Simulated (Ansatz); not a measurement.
# BH₄NS: one species, many methods

Aim: compute BH₄NS with functionals from several rungs and with coupled cluster, and see how far each lands from CCSD(T) at the basis-set limit for the atomisation energy.

Method: functionals in def2-TZVPP, the program's frozen cores in correlated methods; program: Ansatz 0.2.0, Gaussian basis.

Levels to be run: LDA (SPW92), PBE-D4, revPBE-D4, BLYP-D4, r2SCAN-D4, B97M-V, PBE0-D4, B3LYP-D4, r2SCANh-D4, r2SCAN0-D4, HSE06-D4, BHLYP-D4, CAM-B3LYP-D4, LC-ωPBE, ωB97X-V, ωB97M-V, B2PLYP, PBE-QIDH; CCSD(T)/def2-SVP; CCSD(T)/def2-TZVPP; MP2/def2-QZVPP; extrapolation to the limit; RPA on PBE.

## (1) The relaxed structure

All runs share one geometry, relaxed beforehand with PBE0-D4 in a triple-zeta def2 set.

SMILES `NBS`, 7 atoms, charge 0, spin multiplicity 1.

Atoms are counted from 1 here; the program's logs count them from 0.

Bond lengths: N1–B2 1.391 Å, N1–H4 1.006 Å, N1–H5 1.004 Å, B2–S3 1.816 Å, B2–H6 1.194 Å, S3–H7 1.339 Å. Angles: B2–N1–H4 124.2°, B2–N1–H5 121.9°, H4–N1–H5 113.8°, N1–B2–S3 120.0°, N1–B2–H6 119.9°, S3–B2–H6 120.1°, B2–S3–H7 96.3°.

## (2) LDA

This LDA is Slater exchange with PW92 correlation.

Contents of in.yaml:

```yaml
crystal:
  periodic: [false, false, false]
  atoms:
    - {symbol: N, position_ang: [-0.919190, 0.393174, -0.612085]}
    - {symbol: B, position_ang: [0.157029, 0.144347, 0.234134]}
    - {symbol: S, position_ang: [1.088751, -1.407582, 0.085996]}
    - {symbol: H, position_ang: [-1.235614, -0.240267, -1.326472]}
    - {symbol: H, position_ang: [-1.454360, 1.241167, -0.555621]}
    - {symbol: H, position_ang: [0.466095, 0.952177, 1.056581]}
    - {symbol: H, position_ang: [1.958590, -1.151016, 1.071767]}
basis:
  gaussian: {orbitals: def2-TZVPP}
hamiltonian: {xc: lda}
output: {orbitals: {seedname: orbitals}}
```

The runs that follow: PBE-D4 (GGA); revPBE-D4 (GGA); BLYP-D4 (GGA); r2SCAN-D4 (meta-GGA); B97M-V (meta-GGA); PBE0-D4 (hybrid); B3LYP-D4 (hybrid); r2SCANh-D4 (hybrid); r2SCAN0-D4 (hybrid); HSE06-D4 (hybrid); BHLYP-D4 (hybrid); CAM-B3LYP-D4 (range-separated); LC-ωPBE-D4 (range-separated); ωB97X-V (range-separated); ωB97M-V (range-separated); B2PLYP (double hybrid); PBE-QIDH (double hybrid); CCSD(T) in def2-SVP; CCSD(T) in def2-TZVPP; MP2 in def2-QZVPP; RPA on PBE orbitals.

Before running them: what should the planned runs give, taken together? Wanted: atomisation energy, CCSD(T)/CBS; farthest beyond LDA; mean size of error, GGA; mean size of error, meta-GGA; mean size of error, hybrid; mean size of error, range-separated; mean size of error, double hybrid; gap, smallest and largest; T1 diagnostic.

The runs gave:

```
                               quantity                                             value
        atomisation energy, CCSD(T)/CBS                                         25.393 eV
    functionals within 0.127 eV (0.5 %)  revPBE-D4, r2SCANh-D4, LC-ωPBE, B2PLYP, PBE-QIDH
                    farthest beyond LDA                                PBE-D4 (+0.635 eV)
                mean size of error, GGA                                          0.285 eV
           mean size of error, meta-GGA                                          0.235 eV
             mean size of error, hybrid                                          0.220 eV
    mean size of error, range-separated                                          0.223 eV
      mean size of error, double hybrid                                          0.115 eV
              gap, smallest and largest         5.40 eV (LDA (SPW92)), 12.57 eV (LC-ωPBE)
                          T1 diagnostic                                            0.0123
triples share of the correlation energy                                             4.0 %
```

The LDA atomisation energy is off by 3.733 eV (15 %): it overbinds. PBE-D4 is off by +0.635 eV. Double hybrids carry the basis error of their MP2 part in triple zeta, and no dispersion term here, so their miss is partly the set-up's. By mean error the best rung here is double hybrid (0.115 eV) and the worst beyond LDA is GGA (0.285 eV). The reference freezes the cores and leaves out relativity and excitations past (T), so misses under about 0.127 eV can't be ranked. Hartree-Fock recovers 73 % of the binding; the rest is correlation. CCSD(T) in def2-SVP is off by -1.527 eV, which most functionals beat. The gap grows from 5.4 to 12.6 eV across the functionals, mostly with the share of exact exchange.
